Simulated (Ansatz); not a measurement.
A run for Ansatz (a quantum-chemistry and plane-wave program): R-PBE/def2-TZVPP on methylamine (SMILES CN), atoms moved off the minimum.

Ansatz 0.2 input:
```yaml
crystal:
  periodic: [false, false, false]
  atoms:
    - {symbol: C, position_ang: [-0.64915681, 0.18250200, 0.14692967]}
    - {symbol: N, position_ang: [0.57754551, -0.11601879, -0.20621259]}
    - {symbol: H, position_ang: [-1.34559477, -0.60346274, -0.51455100]}
    - {symbol: H, position_ang: [-1.01363350, 1.12215268, -0.20313237]}
    - {symbol: H, position_ang: [-0.94195100, -0.04229877, 1.09792367]}
    - {symbol: H, position_ang: [0.97482797, -1.04661568, 0.07120018]}
    - {symbol: H, position_ang: [1.31508261, 0.55281888, 0.34745778]}
basis:
  gaussian:
    orbitals: def2-TZVPP
hamiltonian:
  xc: {name: PBE}
scf: {lower_state_search: off}
output: {forces: true}
```

**Question.** What total energy does the run end on?

**Answer.** -95.7238 hartree.
